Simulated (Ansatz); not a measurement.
**H₃C–Cl, singlet: reading a ladder of total energies**

Geometry: a PBE0/def2-TZVP stationary point for this spin, not checked as a minimum.

```xyz
5

C    -1.2243   -0.0112    0.0036
Cl    0.5488    0.0050   -0.0016
H    -1.5814    1.0160    0.0064
H    -1.5646   -0.5310    0.8960
H    -1.5699   -0.5280   -0.8886
```

Basis cc-pVTZ; Ansatz 0.2.0. Only valence electrons are correlated (noble-gas cores frozen), which leaves 14 electrons in 100 orbitals. Prefix R: restricted or restricted open-shell reference.

Full CI isn't at hand for all of this; RCCSDT(Q) serves as the reference, and is uncertain by the last step of the cluster series or more.

RCCSD has a T1 diagnostic of 0.008 and a largest doubles amplitude of 0.04.

Runs differ by some tens of microhartree through their thresholds, so steps under 0.03 kcal/mol mean nothing.

```csv
level,total energy (hartree)
RHF,-499.147631
RMP2,-499.520195
RCCSD,-499.550698
RCCSD(T),-499.565837
RCCSDT,-499.566482
RCCSDT(Q),-499.567109
```

Task: What is the correlation energy at RCCSDT(Q), and what share of it do RMP2 and RCCSD(T) recover?

Result: E(corr) = -499.567109 − (-499.147631) = -0.419478 hartree = -11.415 eV. RMP2: -0.372564 / -0.419478 = 88.82 %. RCCSD(T): -0.418206 / -0.419478 = 99.70 %.

Task: By how many kcal/mol does RCCSD(T) miss RCCSDT(Q) (1 hartree = 627.509 kcal/mol), and which steps make up the rest?

Result: -499.565837 − (-499.567109) = 0.001272 hartree = 0.80 kcal/mol. Steps: RCCSDT − RCCSD(T) = -0.40, RCCSDT(Q) − RCCSDT = -0.39 kcal/mol. That is within 1 kcal/mol of the reference in this basis, which itself misses far more of the correlation at the basis-set limit.
